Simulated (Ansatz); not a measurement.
## Structural energy differences of barium

Theory: DFT, PBEsol, plane waves (420 eV) with PAW, scalar-relativistic in Ansatz 0.2.0. (PAW data from PBE, frozen cores regenerated.)

Each structure is relaxed within its own symmetry, so a high-lying one may be dynamically unstable.

| structure | ΔE (meV/atom) | V (Å³/atom) | cell | magnetic state |
| --- | --- | --- | --- | --- |
| bcc | 0 | 58.01 | a = 4.877 Å | spin not included |
| hcp | 12 | 57.93 | a = 4.340 Å, c = 7.101 Å (c/a = 1.636) | spin not included |
| dhcp | 17 | 58.40 | a = 4.356 Å, c = 14.216 Å (c/a = 3.263) | spin not included |
| fcc | 17 | 58.50 | a = 6.162 Å | spin not included |
| A15 | 50 | 58.89 | a = 7.781 Å | spin not included |
| omega (AlB2-type) | 52 | 58.65 | a = 6.989 Å, c = 4.160 Å (c/a = 0.595) | spin not included |
| beta-Sn type | 158 | 54.38 | a = 7.373 Å, c = 4.001 Å (c/a = 0.543) | spin not included |
| simple cubic | 296 | 55.22 | a = 3.808 Å | spin not included |
| diamond | 864 | 50.90 | a = 7.412 Å | spin not included |

ΔE counts from bcc.

Differences under about 8 meV lie within the error of the k-point mesh.
